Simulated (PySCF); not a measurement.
CH2BH, CH3B.
Bonds: B1–C2 (double). Hydrogens: H3 on B1; H4, H5 on C2.

A GFN2-xTB structure was refined with PySCF 2.14.0, PBE0-D3(BJ)/def2-SVP geometry optimisation, gas phase. Its GFN2-xTB values:

| coordinate | GFN2-xTB |
| --- | --- |
| B1=C2 | 1.378 Å |
| B1–H3 | 1.148 Å |
| C2–H4 | 1.080 Å |
| B1–C2–H4 | 124.4° |
| C2–B1–H3 | 179.6° |
| H4–C2–H5 | 110.9° |

Q: How do these coordinates change at the PBE0-D3(BJ)/def2-SVP level?

A: 
```
coordinate  PBE0-D3(BJ)/def2-SVP (Å or °)  change
     B1–H3                          1.189  +0.041
     C2–H4                          1.095  +0.015
     B1=C2                          1.384  +0.006
  H4–C2–H5                          115.3    +4.4
  B1–C2–H4                          122.3    -2.1
  C2–B1–H3                          180.0    +0.4
```

The energy falls by 4.2 kJ/mol over 7 energy and gradient evaluations, the largest force component goes from 0.0226 to 7.1e-05 Eh/bohr, and the atoms move by 0.028 Å rms after alignment. The bond that changes most is B1–H3 (ends: boron bonded to C and H; B–H hydrogen), which lengthens by 0.041 Å. Bonds longer at the end by more than 0.005 Å: 4 of 4; shorter: 0. Rotational constants go from 316971, 28611, 26242 to 292703, 28389, 25879 MHz.

The run used 43 basis functions and 36 SCF cycles in all.

No frequency check.
